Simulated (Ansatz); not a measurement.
A made-up structure of C$_{3}$H$_{2}$, closed shell:

```
5
angstrom
C -0.3999 -0.0745 1.1432
C -0.3645 -0.5146 -0.1975
C 0.3871 0.5188 0.1328
H -0.6050 0.1356 2.1617
H 1.0975 1.2848 -0.1398
```

It is relaxed with PBE-D4/def2-SVP and then PBE0-D4/def2-TZVP (Ansatz 0.2.0). Atoms count as bonded within 1.22 times the sum of their covalent radii (H–H: 0.88 Å). The end point is not checked to be a true minimum.

(1) Does its bonding change? (A judgement: the text doesn't fix the answer.)

Results:

(1) By the calculation: No: no bond forms or breaks.

Where it ends: The first stage lowers the energy by 0.60 eV in 6 steps. It ends as C₃H₂ (C1=CC=1):
C1  (-0.332, 0.035, 1.125)
C2  (-0.402, -0.567, -0.149)
C3  (0.402, 0.552, 0.158)
H4  (-0.664, 0.040, 2.153)
H5  (1.111, 1.290, -0.186)
(Å)

For scale, one of the runs: PBE0-D4/def2-TZVP relaxation, 105 basis functions, launched by `ansatz run in.yaml --threads 2 --pin off --events-out ev --progress --plain --max-ram 4352MiB`. Hardware: 2 CPU threads of an Arm Neoverse V1, shared host. Wall time about 4.7 s.
